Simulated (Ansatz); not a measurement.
Run this with Ansatz 0.2.0, Python API and show what comes out.

Script `ch4fsi_freq.py`:
```python
'''Vibrations of CH4FSi.'''

import itertools

import ansatz as az
from ase.data import atomic_numbers, covalent_radii
import numpy as np

BASIS = '6-31G*'
XC = 'cam_b3lyp'

GEOMETRY = '''
F    -1.53120    0.58030    0.84960
C    -0.77860   -0.09380   -0.09250
Si    1.00430   -0.14760    0.45790
H    -0.84860    0.43170   -1.06700
H    -1.16300   -1.12870   -0.20170
H     1.80340   -0.86620   -0.54560
H     1.51380    1.22440    0.59920
'''

geometry = az.Crystal.molecule()
for line in GEOMETRY.strip().splitlines():
    symbol, *xyz = line.split()
    geometry = geometry.atom(symbol, [float(v) for v in xyz])

base = geometry.calculation()
base = base.basis(gaussian=BASIS).functional(XC)
base = base.spin('collinear', total=1)
symbols = [site.symbol for site in geometry.cartesian_sites]
start = np.array([site.position_ang for site in geometry.cartesian_sites], dtype=float)
report = base.relax(force_tolerance=0.003, max_steps=100).run(threads=1).report
end = np.array(report['positions_ang'])

# pairs closer than 1.2 times the sum of covalent radii, before or after
radius = [covalent_radii[atomic_numbers[s]] for s in symbols]
span = lambda where, i, j: np.linalg.norm(where[i] - where[j])
bonded = [(i, j) for i, j in itertools.combinations(range(len(symbols)), 2) if min(span(start, i, j), span(end, i, j)) < 1.2 * (radius[i] + radius[j])]
print('pair        before    after (A)')
for i, j in bonded:
    print(f'{symbols[i]}{i}-{symbols[j]}{j}'.ljust(10), f'{span(start, i, j):8.4f} {span(end, i, j):8.4f}')

# same settings at the minimum
minimum = az.Crystal.molecule()
for symbol, place in zip(symbols, end):
    minimum = minimum.atom(symbol, place.tolist())
vibrating = minimum.calculation()
vibrating = vibrating.basis(gaussian=BASIS).functional(XC)
vibrating = vibrating.spin('collinear', total=1).phonons(temperatures=(298.15, 498.15, 100))
vib = vibrating.run(threads=1).report['vibrations']
sums = vib['harmonic_sums']
modes = [m['omega_inv_cm'] for m in sums['modes_at_gamma'] if m['rigid_motion'] == 'no']
print('frequencies (1/cm):', ' '.join(f'{w:.0f}' for w in modes))
print('imaginary modes:', sum(w < 0 for w in modes), ' zero-point energy:', round(sums['zero_point_energy_ev'], 4), 'eV')
print('T (K)   F_vib (eV)   S_vib (meV/K)   C_vib (meV/K)')
for row in zip(sums['temperatures_k'], sums['vibrational_free_energy_ev'], vib['entropy_ev_per_k'], vib['heat_capacity_ev_per_k']):
    print(f'{row[0]:6.1f} {row[1]:11.4f} {1000 * row[2]:13.4f} {1000 * row[3]:15.4f}')
```

`python ch4fsi_freq.py` gives:
```text
pair        before    after (A)
F0-C1        1.3814   1.3902
C1-Si2       1.8667   1.9062
C1-H3        1.1094   1.0984
C1-H4        1.1094   1.0961
Si2-H5       1.4704   1.4903
Si2-H6       1.4704   1.4870
frequencies (1/cm): 148 250 552 581 749 860 932 1088 1250 1342 1513 2239 2270 3053 3109
imaginary modes: 0  zero-point energy: 1.2358 eV
T (K)   F_vib (eV)   S_vib (meV/K)   C_vib (meV/K)
 298.1      1.2042        0.2660          0.3601
 398.1      1.1715        0.3885          0.4905
 498.1      1.1265        0.5107          0.6010
```

Reading the output:
- The settings weren't tested for convergence.
- The frequencies are harmonic and unscaled, in a modest basis. The result belongs to the one conformer reached from this start, and soft torsions count as harmonic oscillators.
- The species is open-shell (spin multiplicity 2).
- It ran for 86 s on 1 thread of Arm Neoverse V2, with other jobs on the host, peak memory 0.23 GiB.

(A comment or docstring line of the script was reworded after the run, the code is as it ran; lines on the test bed's own set-up are left out of the output.)
